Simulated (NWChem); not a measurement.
# One shape, several levels: H3NO (hydroxylamine)

We compute a comparison of 6 runs (HF/STO-3G, HF/def2-TZVPP, PBE0/def2-TZVPP, B3LYP/6-31G*, B3LYP/6-311G**, PBE/def2-TZVPP) of H3NO (hydroxylamine). 

The results are computed with NWChem 7.3.0.

**1. The structure to begin with**

H3NO: 5 atoms, total charge 0, spin state singlet. As SMILES, `NO`. The shape is that of a PBE0-D4/def2-TZVP optimisation. This is one conformer, not always the lowest.

Bond lengths: N1–O2 1.422 Å, N1–H3 1.016 Å, N1–H4 1.016 Å, O2–H5 0.960 Å. Angles: N1–O2–H5 102.8°, O2–N1–H3 104.5°, O2–N1–H4 104.5°, H3–N1–H4 106.0°.

**2. Energy and gradient at HF/STO-3G (run 1)**

Contents of run.py:

```python
from ase import Atoms
from ase.calculators.nwchem import NWChem

atoms = Atoms('NOHHH', positions=[
    [-0.165120, -0.361290, -0.321170],
    [0.364460, 0.666040, 0.508060],
    [-0.162690, -1.190020, 0.266770],
    [-1.141650, -0.109840, -0.446210],
    [1.105010, 0.995100, -0.007440],
])

calc = NWChem(
    label='nw',
    theory='scf',
    memory='2200 mb',
    basis='STO-3G',
    basispar='spherical bse',
    scf={'nopen': '0', 'rhf': None, 'thresh': '1e-08', 'maxiter': '80'},
)
atoms.calc = calc

forces = atoms.get_forces()
print(f"energy = {atoms.get_potential_energy():.6f} eV")
print("forces (eV/A):")
for s, f in zip(atoms.symbols, forces):
    print(f"{s:2s} {f[0]:10.5f} {f[1]:10.5f} {f[2]:10.5f}")
print("dipole (e A):", atoms.get_dipole_moment().round(4))
```

Run with:

```bash
$ export ASE_NWCHEM_COMMAND="nwchem PREFIX.nwi > PREFIX.nwo"
$ python run.py
```

The log of the run:

```text
energy = -3517.341805 eV
forces (eV/A):
N     1.66669    0.97229   -0.81478
O    -1.76594   -0.60344    1.50338
H    -0.21109   -1.20934    0.79843
H    -1.45108    0.16023   -0.10511
H     1.76146    0.68026   -1.38187
dipole (e A): [-0.0607 -0.0522  0.005 ]
```

The calculator wrote nw.nwi:

```
title "nw"

permanent_dir nw

scratch_dir nw

start nw

geometry units angstrom nocenter noautosym noautoz
  N  -1.6511999999999999e-01 -3.6129000000000000e-01 -3.2117000000000001e-01
  O  3.6446000000000001e-01 6.6603999999999997e-01 5.0805999999999996e-01
  H  -1.6269000000000000e-01 -1.1900200000000001e+00 2.6677000000000001e-01
  H  -1.1416500000000001e+00 -1.0983999999999999e-01 -4.4621000000000000e-01
  H  1.1050100000000000e+00 9.9509999999999998e-01 -7.4400000000000004e-03
end

memory 2200 mb

basis spherical bse noprint
   * library STO-3G
end

scf
  nopen 0
  rhf
  thresh 1e-08
  maxiter 80
end

task scf gradient
```

nw.nwo:

```text
Northwest Computational Chemistry Package (NWChem) 7.3.0
             --------------------------------------------------------

           Job information
           ---------------

    nwchem branch   = 7.3.0
    use scalapack   = T
    input           = nw.nwi
    prefix          = nw.
    data base       = nw/nw.db
    status          = startup
    nproc           =        1

           Memory information
           ------------------

    heap     =     72089598 doubles =      550.0 Mbytes
    stack    =     72089595 doubles =      550.0 Mbytes
    global   =    144179200 doubles =     1100.0 Mbytes (distinct from heap & stack)
    total    =    288358393 doubles =     2200.0 Mbytes
    verify   = yes
    hardfail = no

           Directory information
           ---------------------

  0 permanent = nw
  0 scratch   = nw

                                NWChem Input Module
                                -------------------

                                        nw
                                        --

[... 113 lines left out ...]
 Convergence threshold     :          1.000E-08
[... 12 lines left out ...]
       Final RHF  results
[... 3 lines left out ...]
      One-electron energy =   -256.806331212976
[... 1 line left out ...]
 Nuclear repulsion energy =     39.593669261536
[... 21 lines left out ...]
                       ROHF Final Molecular Orbital Analysis
[... 129 lines left out ...]
     1   1 0 0     -0.114646      0.000000      2.948936
[... 8 lines of this table left out ...]
     2   0 0 2     -9.686274      0.000000     10.918086

                              NWChem Gradients Module
                              -----------------------

                                        nw

  wavefunction    =   RHF

                         RHF ENERGY GRADIENTS

    atom               coordinates                        gradient
                 x          y          z           x          y          z
   1 N      -0.312032  -0.682739  -0.606923   -0.032412  -0.018908   0.015845
   2 O       0.688730   1.258633   0.960094    0.034342   0.011735  -0.029236
   3 H      -0.307440  -2.248812   0.504122    0.004105   0.023518  -0.015527
   4 H      -2.157406  -0.207568  -0.843215    0.028219  -0.003116   0.002044
   5 H       2.088166   1.880466  -0.014060   -0.034255  -0.013229   0.026873

                 ----------------------------------------
                 |  Time  |  1-e(secs)   |  2-e(secs)   |
                 ----------------------------------------
                 |  CPU   |       0.00   |       0.04   |
                 ----------------------------------------
                 |  WALL  |       0.00   |       0.04   |
                 ----------------------------------------

 Task  times  cpu:        0.2s     wall:        0.2s
 Total times  cpu:        0.2s     wall:        0.2s
```

It took 1.3 s on 1 thread of Intel Xeon at 2.60GHz (Ice Lake), shared host; peak memory 0.099 GiB.

**3. Energy and gradient at HF/def2-TZVPP (run 2)**

Contents of sp.nw:

```
start sp
memory stack 880 mb heap 220 mb global 1100 mb
geometry units angstrom noautosym nocenter noautoz
 N    -0.165120   -0.361290   -0.321170
 O     0.364460    0.666040    0.508060
 H    -0.162690   -1.190020    0.266770
 H    -1.141650   -0.109840   -0.446210
 H     1.105010    0.995100   -0.007440
end
basis spherical bse
 * library def2-TZVPP
end
scf
 thresh 1e-08
 maxiter 80
end
task scf gradient
```

Run with:

```bash
$ nwchem sp.nw > sp.out
```

The log of the run:

```text
[...]
  functions       =   104
[...]
  wavefunction    = RHF
[...]
         Total SCF energy =   -131.049059222381
      One-electron energy =   -258.170140701633
      Two-electron energy =     87.527412217717
 Nuclear repulsion energy =     39.593669261536
        Time for solution =     16.2s
[...]
                         RHF ENERGY GRADIENTS
    atom               coordinates                        gradient
                 x          y          z           x          y          z
   1 N      -0.312032  -0.682739  -0.606923    0.011222  -0.001973  -0.018404
   2 O       0.688730   1.258633   0.960094   -0.014049   0.003910   0.025122
   3 H      -0.307440  -2.248812   0.504122   -0.000539  -0.011850   0.009154
   4 H      -2.157406  -0.207568  -0.843215   -0.014526   0.003562  -0.001022
   5 H       2.088166   1.880466  -0.014060    0.017893   0.006352  -0.014851
[...]
```

Run time: 23 s. Hardware: 1 thread of Intel Xeon at 2.60GHz (Ice Lake), shared host; peak memory 0.11 GiB.

Runs 3 to 5 aren't shown in full; the table further down has their settings and results.

**4. Energy and gradient at PBE/def2-TZVPP (run 6)**

Contents of test.nw:

```
start test
title "H3NO PBE"
memory stack 880 mb heap 220 mb global 1100 mb
charge 0

geometry units angstroms noautosym nocenter noautoz
  N       -0.165120      -0.361290      -0.321170
  O        0.364460       0.666040       0.508060
  H       -0.162690      -1.190020       0.266770
  H       -1.141650      -0.109840      -0.446210
  H        1.105010       0.995100      -0.007440
end

basis spherical bse
  * library def2-TZVPP
end

dft
  xc xpbe96 cpbe96
  grid fine
  convergence energy 1e-08
  iterations 100
  mulliken
end

task dft gradient
```

Run with:

```bash
$ nwchem test.nw > test.out
```

The log of the run:

```text
[...]
          Wavefunction type:  closed shell.
          No. of atoms     :     5
          No. of electrons :    18
[...]
          Charge           :     0
          Spin multiplicity:     1
[...]
          AO basis - number of functions:   104
[...]
              XC Information
              --------------
          PerdewBurkeErnzerhof Exchange Functional  1.000
            Perdew 1991 LDA Correlation Functional  1.000 local
           PerdewBurkeErnz. Correlation Functional  1.000 non-local
[...]
 d= 0,ls=0.0,diis     1   -131.5950046369 -1.71D+02  5.89D-03  5.55D-01     1.7
[...]
 d= 0,ls=0.0,diis     8   -131.6335612907 -3.66D-10  2.53D-06  2.68D-07    11.4
         Total DFT energy =     -131.633561290739
      One electron energy =     -258.239817178112
           Coulomb energy =      103.465328210313
    Exchange-Corr. energy =      -16.452741584476
 Nuclear repulsion energy =       39.593669261536
[...]
      Total Density - Mulliken Population Analysis
     ---------------------------------------------
    Atom       Charge   Shell Charges
 -----------   ------   -------------------------------------------------------
    1 N    7     7.25   0.82  1.15  0.58  0.79  0.22  1.51  1.47  0.64  0.01  0.05  0.00
    2 O    8     8.30   0.79  1.18  0.61  0.89  0.34  1.89  1.78  0.80  0.00  0.03  0.00
    3 H    1     0.84   0.28  0.42  0.07  0.02  0.04  0.01
    4 H    1     0.84   0.28  0.42  0.07  0.02  0.04  0.01
    5 H    1     0.78   0.27  0.37  0.04  0.02  0.06  0.01
[...]
  wavefunction    = closed shell
                         DFT ENERGY GRADIENTS
    atom               coordinates                        gradient
                 x          y          z           x          y          z
   1 N      -0.312032  -0.682739  -0.606923   -0.002281   0.006302   0.012668
   2 O       0.688730   1.258633   0.960094    0.001290  -0.008247  -0.014250
   3 H      -0.307440  -2.248812   0.504122    0.000735   0.006208  -0.004214
   4 H      -2.157406  -0.207568  -0.843215    0.007405  -0.001179   0.000656
   5 H       2.088166   1.880466  -0.014060   -0.007149  -0.003084   0.005141
[...]
```

It took 18 s on 1 thread of Intel Xeon at 2.60GHz (Ice Lake), shared host; peak memory 0.13 GiB.

**5. The series**

| run | level | iteration cap | module | energy (Eh) | dipole moment (D) | largest force (eV/Å) | wall time |
| --- | --- | --- | --- | --- | --- | --- | --- |
| 1 | HF/STO-3G | 80 | scf | -129.259928 | 0.39 | 2.396 | 1.3 s |
| 2 | HF/def2-TZVPP | 80 | scf | -131.049059 | 0.68 | 1.494 | 23 s |
| 3 | PBE0/def2-TZVPP | 100 | dft | -131.632802 | – | 0.120 | 18 s |
| 4 | B3LYP/6-31G* (spherical functions) | 100 | dft | -131.701405 | 0.56 | 0.730 | 6.9 s |
| 5 | B3LYP/6-311G** | 100 | dft | -131.756454 | 0.61 | 0.636 | 10 s |
| 6 | PBE/def2-TZVPP | 100 | dft | -131.633561 | 0.51 | 0.849 | 18 s |

**6. What came out**

```
                       quantity          value
            run 6: total energy  -131.63356 Eh
           run 6: dipole moment         0.51 D
             run 6: HOMO energy       -5.80 eV
             run 6: LUMO energy        0.34 eV
           run 6: HOMO–LUMO gap        6.15 eV
run 6: largest force on an atom     0.849 eV/Å
```

What this shows: Over runs 1, 2, 4, 5, 6 the dipole moment (its size) runs from 0.39 D (HF/STO-3G) to 0.68 D (HF/def2-TZVPP). Over runs 1, 2, 6 the HOMO–LUMO gap runs from 6.15 eV (PBE/def2-TZVPP) to 24.19 eV (HF/STO-3G). The two ends differ in method and basis. Totals of different functionals can't be ranked against each other. In run 1 the basis is minimal, so the values are rough. All runs together took 77 s, the longest 23 s.
